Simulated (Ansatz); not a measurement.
Input for Ansatz (development build ahead of 0.2.0):

```yaml
crystal:
  periodic: [false, false, false]
  atoms:
    - { symbol: C, position_ang: [0.03218, -0.29326, -1.2827] }
    - { symbol: C, position_ang: [-0.04331, 0.60395, -0.00497] }
    - { symbol: C, position_ang: [0.03736, -0.26237, 1.30376] }
    - { symbol: H, position_ang: [0.03284, 0.38175, -2.1374] }
    - { symbol: H, position_ang: [0.88002, -0.91974, -1.36901] }
    - { symbol: H, position_ang: [-0.91031, -0.94914, -1.30208] }
    - { symbol: H, position_ang: [-0.87898, 1.21986, -0.04192] }
    - { symbol: H, position_ang: [0.91352, 1.21098, -0.00401] }
    - { symbol: H, position_ang: [0.00688, 0.35428, 2.21993] }
    - { symbol: H, position_ang: [-0.93525, -0.91483, 1.30709] }
    - { symbol: H, position_ang: [0.87996, -0.88573, 1.27708] }
basis:
  gaussian: { orbitals: STO-3G }
hamiltonian:
  xc: hf
correlation:
  method: mp2
  frozen_orbitals: { C: 1, H: 0 }
```

The input is written out in the form of the current development build from the run's settings.

The run gave:

```json
{"Converged": "yes", "Reference energy": "-116.86519 hartree", "Correlation energy": "-0.16132 hartree", "Total energy": "-117.02651 hartree", "Spin squared of the determinant": "0.000"}
```
